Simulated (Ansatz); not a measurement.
Ansatz (a first-principles code) input (HF/6-31G*):

Ansatz 0.2 input:
```yaml
crystal:
  periodic: [false, false, false]
  atoms:
    - {symbol: C, position_ang: [0.05713489, 0.62201518, 0.05144694]}
    - {symbol: N, position_ang: [-0.00528734, -0.81344612, 0.05212403]}
    - {symbol: H, position_ang: [-0.94857585, 1.06891843, 0.03510111]}
    - {symbol: H, position_ang: [-0.51054075, -1.09359063, -0.79570070]}
    - {symbol: H, position_ang: [0.58587122, 0.98412688, 0.93348780]}
    - {symbol: H, position_ang: [0.56744742, 1.00257708, -0.84643810]}
basis:
  gaussian:
    orbitals: 6-31G*
hamiltonian:
  xc: {name: HF}
magnetization: {spin_polarized: true, initial_magnetization: 1}
relax: {f_tol: 0.003, max_steps: 120}
```

**Question.** What final total energy does it give?

**Answer.** -94.59191 Eh.
